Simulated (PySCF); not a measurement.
Functional benchmark on one molecule

Molecule: SMILES C(C#C)(F)(F)F, C3HF3.

Atoms are numbered as in `[CH:1]#[C:2][C:3]([F:4])([F:5])[F:6]`; H(Xn) means a hydrogen on atom n.

Geometry PBE0-D3(BJ)/def2-SVP throughout; GIAO in PySCF, gas phase, one conformer, non-relativistic; equivalent atoms averaged; basis pcSseg-2.

Reference values (measured; G. Saielli, R. Bini, A. Bagno, Computational 19F NMR. 2. Organic compounds, RSC Adv. 2014, ESI (exp. from Berger-Braun-Kalinowski 1994 and Everett 1995)): δ(F4/F5/F6) = -52.1 ppm vs CFCl3. Computed shifts are taken against CFCl3, calculated as an isolated molecule at each level.

**Question.** How do the functionals HF, LDA, PBE, BLYP, BP86, OPBE, KT2, KT3, B97-D, B3LYP, PBE0, mPW1PW91, WP04, B97-2, BHandHLYP, CAM-B3LYP, wB97X-D, LC-wPBE perform against the reference? Times are CPU seconds on shared hosts with different chips, so compare them loosely.

**Answer.** 
| functional | kind | F4/F5/F6 | abs. error F | core-s |
| --- | --- | --- | --- | --- |
| HF | Hartree–Fock | -34.4 | 17.7 | 9.7 |
| LDA | LDA | -74.2 | 22.1 | 24 |
| PBE | GGA | -74.6 | 22.5 | 31 |
| BLYP | GGA | -73.5 | 21.4 | 29 |
| BP86 | GGA | -74.8 | 22.7 | 29 |
| OPBE | GGA | -73.1 | 21.0 | 30 |
| KT2 | GGA | -81.3 | 29.2 | 41 |
| KT3 | GGA | -77.2 | 25.1 | 21 |
| B97-D | GGA | -72.5 | 20.4 | 38 |
| B3LYP | global hybrid | -62.3 | 10.2 | 31 |
| PBE0 | global hybrid | -61.1 | 9.0 | 31 |
| mPW1PW91 | global hybrid | -60.6 | 8.5 | 30 |
| WP04 | global hybrid | -58.8 | 6.7 | 24 |
| B97-2 | global hybrid | -61.8 | 9.7 | 23 |
| BHandHLYP | global hybrid | -49.2 | 2.9 | 23 |
| CAM-B3LYP | range-separated hybrid | -51.3 | 0.8 | 31 |
| wB97X-D | range-separated hybrid | -54.6 | 2.5 | 30 |
| LC-wPBE | range-separated hybrid | -41.0 | 11.1 | 39 |

For $^{19}$F the closest is CAM-B3LYP (0.8 ppm) and the furthest KT2 (29.2 ppm). One molecule is a small sample, and vibrational and solvent effects are absent from the calculation.
